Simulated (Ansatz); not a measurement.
Solid CO2 (dry ice), treated with PBEsol (PAW; Ansatz, a first-principles code).

Numerical settings: plane-wave cutoff 520 eV, 6×6×6 k mesh, Fermi–Dirac smearing 0.01 eV, scalar-relativistic PAW data made under PBE.

Cell (relaxed at this level):

CO$_{2}$ has the cubic space group Pa-3 (No. 205), Pearson symbol cP12. Lattice parameters: a = 5.7957 Å, b = 5.7957 Å, c = 5.7957 Å, α = 90.00°, β = 90.00°, γ = 90.00°. C on 4a has 2 O at 1.167 Å (linear). O on 8c has 1 C at 1.167 Å. (Neighbours: up to the widest gap in distance over summed covalent radii, below 1.35, at either atom.)

Q: What does this level give for the bulk modulus and band gap?

A: 
- bulk modulus = 3.06 GPa
- band gap = 6.71 eV (direct)

Note: for a layered or molecular solid the relaxed cell lies over 5 % above the published volume, where the minimum can be shallow; the cell comes from a level without a dispersion term, which matters for the spacing of layers, chains or molecules; the bulk modulus comes from volumes at which shape and atoms were relaxed.

Computed values are for the static lattice.

Computing time: around 6 core-minutes (rough).
